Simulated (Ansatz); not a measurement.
# CHSSi− (SMILES [C-]#[Si]S): single points off equilibrium

The task here is to estimate one member of a computed series from the others.

Program: Ansatz 0.2.0, Gaussian basis. Level of theory: single points in def2-TZVPPD. These are calculated values, not measurements.

Correlated methods freeze the cores.

### The system as given

SMILES `[C-]#[Si]S`, 4 atoms, charge -1, spin multiplicity 1.

Atoms are counted from 1 here; the program's logs count them from 0.

Bond lengths: C1–Si2 1.670 Å, Si2–S3 2.134 Å, S3–H4 1.272 Å. Angles: C1–Si2–S3 174.7°, Si2–S3–H4 98.5°.

As a file:

```
C    -1.9818    0.4867    1.2835
Si   -0.7238    0.3102    0.1989
S     0.9901    0.0140   -1.0372
H     1.6513   -0.7489   -0.2636
```

The first run:

The input, run/in.yaml:

```yaml
crystal:
  periodic: [false, false, false]
  atoms:
    - {symbol: C, position_ang: [-1.981800, 0.486700, 1.283500]}
    - {symbol: Si, position_ang: [-0.723800, 0.310200, 0.198900]}
    - {symbol: S, position_ang: [0.990100, 0.014000, -1.037200]}
    - {symbol: H, position_ang: [1.651300, -0.748900, -0.263600]}
basis:
  gaussian: {orbitals: "def2-TZVPPD.json"}
total_charge: -1
correlation: {method: ccsd_t}
output: {forces: true}
```

The basis file named in the input lies beside it (Basis Set Exchange, JSON).

No record of the launch command was kept for these runs.

Among the steps run: CCSD(T)/def2-TZVPPD; PBE0-D4/def2-TZVPPD; wB97M-V/def2-TZVPPD; r2SCAN-D4/def2-TZVPPD; PBE-D4/def2-TZVPPD; BHLYP-D4/def2-TZVPPD; r2SCANh-D4/def2-TZVPPD.

One table of the session follows, with a row left open; its other results are not shown here.

```
    method  RMS force component (eV/Å)  angle to CCSD(T) forces (°)
   CCSD(T)                       1.041                    reference
   PBE0-D4                           ?                            ?
   wB97M-V                       0.917                         25.8
 r2SCAN-D4                       0.995                         13.9
    PBE-D4                       1.120                         10.4
  BHLYP-D4                       0.836                         31.3
r2SCANh-D4                       0.954                         16.8
```

Q: Estimate the row for PBE0-D4 from the others.

The run gave: RMS force component (eV/Å): 0.968; angle to CCSD(T) forces (°): 18.7. In the column «RMS force component (eV/Å)» it lies between r2SCANh-D4 (0.954) and r2SCAN-D4 (0.995).
